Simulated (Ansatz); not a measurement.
Process, species as SMILES: N (NH3) → NH3+ (doublet, bonded as N) + e-
B3LYP-D3(BJ)/def2-TZVP geometries, fixed; electronic energies without zero-point terms.

Basis-set convergence of the adiabatic ionisation energy at MP2 with Ansatz (a first-principles code). Cartesian d functions, on some or all atoms, in 6-31G*, 6-31+G*; all else is spherical. Cores are frozen. Open shells are unrestricted. No added dispersion term, no relativity. Functions are those of the species that has most. Reference: Hartree-Fock in aug-cc-pVQZ plus the correlation part extrapolated as X^-3 from aug-cc-pVTZ and aug-cc-pVQZ, 10.345 eV, itself unsure by roughly 0.014 eV (a third of the extrapolation step and of the last Hartree-Fock step). Deviations are taken from unrounded values.

| basis | functions | adiabatic ionisation energy (eV) | minus reference (eV) |
|---|---|---|---|
| 3-21G | 15 | 8.670 | -1.675 |
| pcseg-0 | 15 | 8.944 | -1.401 |
| 6-31G* | 21 | 9.530 | -0.815 |
| 6-31+G* | 25 | 9.759 | -0.586 |
| def2-SVP | 29 | 9.651 | -0.694 |
| pcseg-1 | 29 | 9.827 | -0.518 |
| 6-311G** | 36 | 9.786 | -0.559 |
| def2-SVPD | 44 | 10.046 | -0.299 |
| aug-cc-pVDZ | 50 | 10.062 | -0.283 |
| aug-pcseg-1 | 50 | 10.083 | -0.262 |
| def2-TZVPD | 64 | 10.158 | -0.187 |
| pcseg-2 | 72 | 10.168 | -0.177 |
| def2-TZVPP | 73 | 10.152 | -0.193 |
| def2-TZVPPD | 88 | 10.208 | -0.137 |
| 6-311++G(3df,3pd) | 93 | 10.232 | -0.113 |
| aug-cc-pVTZ | 115 | 10.246 | -0.099 |
| aug-cc-pVQZ | 218 | 10.304 | -0.041 |
| aug-pcseg-3 | 232 | 10.286 | -0.059 |
